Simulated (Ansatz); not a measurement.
```yaml
crystal:
  periodic: [false, false, false]
  atoms:
    - {symbol: Al, position_ang: [-1.711614, 0.354668, 0.002827]}
    - {symbol: P, position_ang: [0.467296, 0.828578, 0.011469]}
    - {symbol: P, position_ang: [1.127169, -1.129006, -0.013706]}
    - {symbol: H, position_ang: [-3.179368, -0.262006, -0.006928]}
basis:
  gaussian: {orbitals: def2-TZVP}
magnetization: {spin_polarized: true, initial_magnetization: 2}
hamiltonian: {xc: pbe0}
relax: {f_tol: 0.004, max_steps: 80}
```

```sh
$ ansatz run in.yaml --threads 1 --pin off --events-out ev --progress --plain --max-ram 2176MiB
```

Steps of the relaxation (energy above the last step; positions in Å, forces in eV/Å):

```
4
step 1, 708.6 meV
Al   -1.712    0.355    0.003    0.772   -0.253   -0.003
P     0.467    0.829    0.011   -0.550    0.243    0.003
P     1.127   -1.129   -0.014   -0.380   -0.072   -0.001
H    -3.179   -0.262   -0.007    0.158    0.082    0.001
```

```
4
step 2, 505.9 meV
Al   -1.616    0.285    0.002    0.670   -0.322   -0.004
P     0.480    0.911    0.013   -0.303    0.473    0.006
P     0.933   -1.118   -0.014   -0.509   -0.191   -0.003
H    -3.093   -0.285   -0.007    0.142    0.040    0.001
```

```
4
step 3, 269.7 meV
Al   -1.528    0.224    0.001    0.490   -0.620   -0.008
P     0.500    0.985    0.014    0.072    0.488    0.007
P     0.742   -1.103   -0.014   -0.620    0.014    0.000
H    -3.010   -0.313   -0.007    0.059    0.118    0.002
```

```
4
step 9, 0.0 meV
Al   -1.425   -0.086   -0.003    0.000    0.000    0.000
P     0.500    1.090    0.015    0.000    0.000    0.000
P     0.621   -1.036   -0.013    0.000    0.000    0.000
H    -2.992   -0.175   -0.006    0.000    0.000    0.000
```

Close pairs at the end: Al1–H4 1.569 Å, P2–P3 2.130 Å, Al1–P3 2.256 Å, Al1–P2 2.256 Å.

A stationary point of unrestricted PBE0 after 9 steps, with ⟨S²⟩ = 2.021 against 2.00 for a pure state; no frequencies were run, so it isn't proven a minimum. 43 s on 1 thread of Intel Xeon Platinum 8488C, shared host.
